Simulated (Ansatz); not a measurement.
Basis-set extrapolation for C3H7FO2, SMILES `CC(F)OCO` (PBE0-D4/def2-TZVP geometry, frozen core, the Gaussian-basis code of Ansatz). Multiplicity 1, RHF reference.

```
                      def2-TZVPP   def2-QZVPP
                 HF  -366.999589  -367.016367
    MP2 correlation    -1.238270    -1.334593
CCSD(T) correlation    -1.317942      not run
```

Energies in hartree. Use E(X) = E(∞) + A·exp(−7.88·√X) for Hartree–Fock and E(X) = E(∞) + B·X^(−2.97) for correlation, with X = 3 and 4, and add CCSD(T) minus MP2 of the smaller set to the MP2 limit.

Q: What is the CCSD(T) energy at the basis-set limit?

A: HF limit: -367.016367 + (-0.016778) × 0.13774 = -367.01868. MP2 limit: -1.334593 + (-0.096323) × 0.74074 = -1.40594. Higher-order term: -1.317942 − (-1.238270) = -0.07967. Total: -368.50429 hartree, 5.08 eV below CCSD(T)/def2-TZVPP.
